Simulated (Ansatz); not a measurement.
System: bcc Ta. Method: PBE-D3(BJ) (Ansatz, an electronic-structure program, plane waves, PAW).

Numerical settings: plane-wave cutoff 520 eV, 28×28×28 k mesh, Fermi–Dirac smearing 0.06 eV (set by the program), scalar-relativistic PAW data made under PBE.

Computed at the level's own relaxed cell.

Hill averages of the elastic tensor: K = 205.3 GPa, G = 70.5 GPa. Volume 17.730 Å³/atom, mean atomic mass 180.948 u.

**Question.** Work out the density, the sound velocities of a polycrystal and the elastic Debye temperature, and Pugh's ratio at this level.

**Answer.** ρ = 1.66054 × 180.948/17.730 = 16.947 g/cm³. v_l = √[(K + 4G/3)/ρ] = 4.202 km/s and v_t = √(G/ρ) = 2.040 km/s. The mean follows from 3/v_m³ = 1/v_l³ + 2/v_t³: v_m = 2.292 km/s. Θ_D = (ħ/k_B) v_m (6π²/V)^(1/3) = 76.38 K Å s/km × 2.292 × 1.4948 Å⁻¹ = 262 K, counting all atoms of the cell. K/G = 2.91, to be set beside Pugh's rough bound of 1.75 between brittle and ductile metals.

Note: the dispersion coefficients are held fixed in the derivatives; shear constants of such metals converge slowly with the k mesh.
